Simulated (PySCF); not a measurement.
# Spin-orbit coupling and the first ionisation energy along group 13

Two-component X2C-1e calculated with PySCF 2.14: MP2 on generalised Hartree-Fock spinors (GMP2), with spin-orbit coupling off and on (screened by Boettger's factors); no Breit or QED terms. Values in eV; the references (NIST) lie between the lowest levels. Elements whose determinants are no pure J levels are left out.

```json
{"element": "B (x2c-QZVPPall-2c, 1s2 frozen)", "configurations": "[He] 2s2 2p1 → [He] 2s2", "spin-free": "8.280", "with spin-orbit": "8.282", "shift": "0.001", "reference": "8.298"}
{"element": "Ga (x2c-QZVPPall-2c, [Ne] frozen)", "configurations": "[Ar] 3d10 4s2 4p1 → [Ar] 3d10 4s2", "spin-free": "5.819", "with spin-orbit": "5.888", "shift": "0.069", "reference": "5.999"}
{"element": "In (x2c-QZVPPall-2c, [Ar] 3d10 frozen)", "configurations": "[Kr] 4d10 5s2 5p1 → [Kr] 4d10 5s2", "spin-free": "5.461", "with spin-orbit": "5.652", "shift": "0.190", "reference": "5.786"}
{"element": "Tl (x2c-TZVPall-2c with one added diffuse shell each of s, p, d, f type, [Kr] 4d10 4f14 frozen)", "configurations": "[Xe] 4f14 5d10 6s2 6p1 → [Xe] 4f14 5d10 6s2", "spin-free": "5.234", "with spin-orbit": "5.932", "shift": "0.698", "reference": "6.108"}
```

Q: Estimate the missing row, Al (x2c-QZVPPall-2c, [Ne] frozen).

A: The calculation gives spin-free 5.837; with spin-orbit 5.846; shift 0.009. The reference value is 5.986.

The largest shift is at Tl, 0.698 eV, where spin-orbit coupling lowers the species with more electrons by more than the one with fewer (starting occupations 6p1/2^1 and closed).

What remains against the references is mostly the basis and correlation beyond MP2.
